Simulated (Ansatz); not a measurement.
Acetylene (`C#C`): measurement beside calculation (Ansatz, PBE0-D4/def2-TZVP geometry).

```xyz
4

C     0.3845    0.3557   -0.2897
C    -0.3845   -0.3557    0.2897
H     1.0684    0.9884   -0.8050
H    -1.0684   -0.9884    0.8050
```

Measured: 91953.5 cm⁻¹ (ionisation energy: first ionisation energy). Source: Spin-orbit coupling and rovibrational structure in the iododiacetylene radical cation by PFI-ZEKE photoelectron spectroscopy, 2017 (arxiv:1704.03280).

| level | vertical IE (eV) | minus measured (eV) |
| --- | --- | --- |
| PBE-D4/def2-TZVPP | 11.43 | 0.03 |
| r2SCAN-D4/def2-TZVPP | 11.26 | -0.14 |
| PBE0-D4/def2-TZVPP | 11.30 | -0.10 |
| B3LYP-D4/def2-TZVPP | 11.39 | -0.01 |
| ωB97X-V/def2-TZVPP | 11.30 | -0.10 |
| ωB97M-V/def2-TZVPP | 11.29 | -0.11 |
| B2PLYP/def2-TZVPP | 11.39 | -0.01 |
| HF/def2-TZVPP | 9.81 | -1.59 |
| MP2/def2-TZVPP | 11.61 | 0.21 |
| CCSD/def2-TZVPP | 11.29 | -0.11 |
| CCSD(T)/def2-TZVPP | 11.44 | 0.04 |
| HF/def2-QZVPP | 9.81 | -1.59 |
| MP2/def2-QZVPP | 11.68 | 0.28 |
| CCSD/def2-QZVPP | 11.34 | -0.06 |
| CCSD(T)/def2-QZVPP | 11.50 | 0.10 |
| HF/CBS(def2) | 9.81 | -1.60 |
| MP2/CBS(def2) | 11.73 | 0.33 |
| CCSD/CBS(def2) | 11.37 | -0.03 |
| CCSD(T)/CBS(def2) | 11.54 | 0.14 |
| −ε(HOMO), LDA (SPW92) | 7.36 | -4.04 |
| −ε(HOMO), PBE | 7.18 | -4.22 |
| −ε(HOMO), revPBE | 7.12 | -4.28 |
| −ε(HOMO), BLYP | 7.02 | -4.38 |
| −ε(HOMO), r2SCAN | 7.41 | -3.99 |
| −ε(HOMO), B97M-V | 7.37 | -4.03 |
| −ε(HOMO), PBE0 | 8.43 | -2.97 |
| −ε(HOMO), B3LYP | 8.18 | -3.22 |
| −ε(HOMO), r2SCANh | 7.88 | -3.52 |
| −ε(HOMO), r2SCAN0 | 8.59 | -2.81 |
| −ε(HOMO), HSE06 | 8.02 | -3.38 |
| −ε(HOMO), BHLYP | 9.52 | -1.88 |
| −ε(HOMO), CAM-B3LYP | 9.85 | -1.56 |
| −ε(HOMO), LC-ωPBE | 11.34 | -0.06 |
| −ε(HOMO), ωB97X-V | 10.88 | -0.52 |
| −ε(HOMO), ωB97M-V | 10.76 | -0.64 |

Computed values are vertical and leave out zero-point energy and spin–orbit coupling, so an adiabatic measurement lies lower by the cation's relaxation.

Measured: 9775.0018 ± 0.0045 cm⁻¹ (vibrational term value G of nu1+nu2+nu3+nu4^1+nu5^-1 (Sigma_g+), relative to vibrational ground state, double resonant absorption with cavity ring-down spectroscopy); 9663.3385 ± 0.001 cm⁻¹ (vibrational term value G of nu1+2nu3 (Sigma_g+), relative to vibrational ground state, double resonant absorption with cavity ring-down spectroscopy); 9663.386 ± 0.0011 cm⁻¹ (vibrational term value G of nu1+2nu3 (Sigma_g+), earlier measurement, dispersed laser-induced fluorescence); 3289 cm⁻¹ (antisymmetric C-H stretch, literature vibrational spectroscopy); 3374 cm⁻¹ (symmetric C-H stretch, literature vibrational spectroscopy); 3284 cm⁻¹ (C-H asymmetric stretch region, band centre, FTIR transmission); 729 cm⁻¹ (C-H bending, band centre, FTIR transmission). Source: Double resonant absorption measurement of acetylene symmetric vibrational states probed with cavity ring down spectroscopy, 2016 (arxiv:1607.05953); Co+(C2H2)n Complexes Studied with Selected-Ion Infrared Spectroscopy and Theory, 2024 (pmc:11492291); Carbon 'fluffy' aggregates produced by helium - hydrocarbon high pressure plasmas as analogs to interstellar dust, 2018 (arxiv:1809.03698).

Harmonic PBE0-D4 wavenumbers (cm⁻¹, unscaled): 636, 636, 772, 772, 2084, 3427, 3528. Fundamentals include anharmonicity and usually lie a few per cent under these; harmonic values from spectra compare directly.

Enthalpy of formation at 298 K: 54.2 kcal/mol (zero for an element's reference state; older measured values of the G2 set, as listed by Staroverov and co-workers, J. Chem. Phys. 119, 12129, 2003). With their computed zero-point and thermal terms and the atoms' enthalpies of Curtiss and co-workers (1997) it gives an electronic atomization energy of 405.5 kcal/mol.

| level | atomization (kcal/mol) | error | error per bond |
| --- | --- | --- | --- |
| LDA (SPW92) | 459.7 | 54.1 | 18.0 |
| PBE-D4 | 415.4 | 9.8 | 3.3 |
| revPBE-D4 | 404.5 | -1.1 | -0.4 |
| BLYP-D4 | 406.5 | 1.0 | 0.3 |
| r2SCAN-D4 | 402.7 | -2.8 | -0.9 |
| B97M-V | 402.4 | -3.2 | -1.1 |
| PBE0-D4 | 404.8 | -0.7 | -0.2 |
| B3LYP-D4 | 404.2 | -1.4 | -0.5 |
| r2SCANh-D4 | 399.4 | -6.1 | -2.0 |
| r2SCAN0-D4 | 394.7 | -10.9 | -3.6 |
| HSE06-D4 | 405.1 | -0.4 | -0.1 |
| BHLYP-D4 | 388.7 | -16.8 | -5.6 |
| CAM-B3LYP-D4 | 404.1 | -1.5 | -0.5 |
| ωB97X-V | 400.6 | -4.9 | -1.6 |
| ωB97M-V | 404.3 | -1.2 | -0.4 |
| B2PLYP | 402.6 | -2.9 | -1.0 |
| PBE-QIDH | 401.4 | -4.1 | -1.4 |
| PBE | 414.7 | 9.2 | 3.1 |
| revPBE | 401.8 | -3.7 | -1.2 |
| BLYP | 404.9 | -0.6 | -0.2 |
| r2SCAN | 402.5 | -3.0 | -1.0 |
| PBE0 | 404.2 | -1.3 | -0.4 |
| B3LYP | 403.1 | -2.5 | -0.8 |
| r2SCANh | 399.3 | -6.3 | -2.1 |
| r2SCAN0 | 394.5 | -11.0 | -3.7 |
| HSE06 | 404.6 | -0.9 | -0.3 |
| BHLYP | 387.9 | -17.6 | -5.9 |
| CAM-B3LYP | 403.5 | -2.0 | -0.7 |
| LC-ωPBE | 400.9 | -4.6 | -1.5 |
| HF/def2-TZVPP | 293.5 | -112.0 | -37.3 |
| MP2/def2-TZVPP | 403.7 | -1.8 | -0.6 |
| SCS-MP2/def2-TZVPP | 400.6 | -4.9 | -1.6 |
| CCSD/def2-TZVPP | 386.0 | -19.5 | -6.5 |
| CCSD(T)/def2-TZVPP | 393.5 | -12.0 | -4.0 |
| HF/def2-QZVPP | 294.0 | -111.5 | -37.2 |
| MP2/def2-QZVPP | 409.7 | 4.2 | 1.4 |
| SCS-MP2/def2-QZVPP | 407.3 | 1.8 | 0.6 |
| CCSD/def2-QZVPP | 391.3 | -14.2 | -4.7 |
| CCSD(T)/def2-QZVPP | 399.3 | -6.2 | -2.1 |
| HF/CBS(def2) | 294.0 | -111.5 | -37.2 |
| MP2/CBS(def2) | 413.9 | 8.3 | 2.8 |
| CCSD/CBS(def2) | 395.0 | -10.5 | -3.5 |
| CCSD(T)/CBS(def2) | 403.4 | -2.1 | -0.7 |

Functionals use def2-TZVPP; B3LYP here is the variant with VWN-RPA as its local correlation; programs differ in this. The calculations leave out spin–orbit coupling, scalar relativity and, for the correlated methods, core correlation; together these are worth up to about 1 kcal/mol a heavy atom. HSE06 is defined as in plane-wave codes. CBS extrapolates def2-TZVPP and def2-QZVPP. T1 = 0.013.
